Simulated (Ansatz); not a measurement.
Al–AlH–Cl⁺, doublet: the ladder up to UCCSDT(Q)

Geometry: that of the Al–AlH–Cl, triplet, kept fixed.

```xyz
4

Al    0.0000   -0.3948    2.2333
Al    0.0000    0.8333    0.0097
Cl    0.0000   -0.4023   -1.7036
H     0.0000    2.4107   -0.1201
```

Basis cc-pVDZ; Ansatz 0.2.0. Correlated methods freeze the noble-gas cores, which leaves 13 electrons in 44 orbitals. R marks a restricted (for open shells ROHF) determinant, U an unrestricted one. Active spaces: frontier = (9e, 9o) about the gap.

Full CI isn't at hand for all of this; UCCSDT(Q) serves as the reference, and is uncertain by about the last step of the cluster series. The frozen core follows each run's orbitals, which can shift R against U totals by a few meV.

For open shells CISD is restricted-active-space CI with the open shells as a complete middle space.

The UHF ⟨S²⟩ is 0.776, the T1 diagnostic (RCCSD) is 0.0304 and the largest doubles amplitude (RCCSD) is 0.048. The T1 diagnostic (UCCSD) is 0.0211.

| level | E − E(UCCSDT(Q)) (kJ/mol) | share of correlation (%) | wall time |
| --- | --- | --- | --- |
| RHF | 677.9 | 0.00 | – |
| UHF | 666.2 | 1.71 | – |
| RMP2 | 114.5 | 83.11 | – |
| UMP2 | 113.1 | 83.32 | – |
| CISD | 85.9 | 87.32 | 7.5 s |
| RCCSD | 20.5 | 96.97 | – |
| UCCSD | 19.9 | 97.07 | – |
| RCCSD(T) | 4.2 | 99.38 | 16 s |
| UCCSD(T) | 4.1 | 99.39 | 16 s |
| BCCD(T) | 4.1 | 99.40 | 8 s |
| RCCSDT | 1.5 | 99.78 | – |
| UCCSDT | 1.4 | 99.79 | – |
| RCCSDT(Q) | 0.2 | 99.98 | 1.9 min |

The correlation energy at UCCSDT(Q), counted from RHF, is -7.025 eV. That run took 100 s on 1 thread of Arm Neoverse N1, shared host.

Run but not shown, since their state, orbitals or frozen core can't be matched to the reference's or they repeat it: CASSCF (frontier space), NEVPT2 (frontier space), MRCISD (frontier space), MRCISD+Q (frontier space).

Times hold each run's SCF and search for its determinant on a shared host, so for small cases they say little of a method's own cost; they ran on 1 thread of Arm Neoverse N1. Some runs computed forces too.
